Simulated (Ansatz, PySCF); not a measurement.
The pair A = CH4O (SMILES CO) (first 6 atoms), B = CH4O (SMILES CO); geometry from S66by8 set.
(charge 0, multiplicity 1):
```xyz
12

O     -1.45718     0.32126    -0.10218
H     -0.51295     0.29746    -0.30631
C     -1.97311    -0.96675    -0.36751
H     -3.03099    -0.95172    -0.11882
H     -1.87765    -1.24813    -1.41897
H     -1.49588    -1.74173     0.23774
O      1.42020     0.22120    -0.39631
H      1.88899     0.83559    -0.96598
C      1.92904     0.37822     0.92541
H      1.37547    -0.30997     1.55554
H      2.98803     0.12778     0.98213
H      1.77660     1.38892     1.30330
```

Rows in 6-31G* carry no dispersion term and start afresh at each structure (6-31G* with six Cartesian d functions).

Run with Ansatz (Gaussian basis) for Hartree–Fock, density functionals and correlated methods; PySCF for 6-31G* rows. Each number belongs to the level named beside it.

Total energies (hartree), monomers frozen at their geometry in the pair:

```
structure              PBE/def2-TZVPPD  B3LYP/6-31G*  B3LYP/def2-TZVPPD
---------------------  ---------------  ------------  -----------------
AB                        -231.2763343  -231.4397273       -231.5679929
A in the pair's basis     -115.6341250  -115.7151744       -115.7802946
B in the pair's basis     -115.6341340  -115.7160847       -115.7804593
A                         -115.6340756  -115.7142245       -115.7802506
B                         -115.6340881  -115.7140772       -115.7804143
```

Problem. Work out the interaction energy without and with the counterpoise correction, and the superposition error, for each level.

Solution. 
E(AB) − E(A) − E(B), times 627.509 kcal/mol, with the monomers in their own basis and then in the pair's basis:
- PBE/def2-TZVPPD: -5.13 uncorrected, -5.07 corrected; the monomers gain 0.06 kcal/mol from borrowed functions
- B3LYP/6-31G*: -7.17 uncorrected, -5.31 corrected; the monomers gain 1.86 kcal/mol from borrowed functions
- B3LYP/def2-TZVPPD: -4.60 uncorrected, -4.54 corrected; the monomers gain 0.06 kcal/mol from borrowed functions

Ansatz is a program for electronic structure.
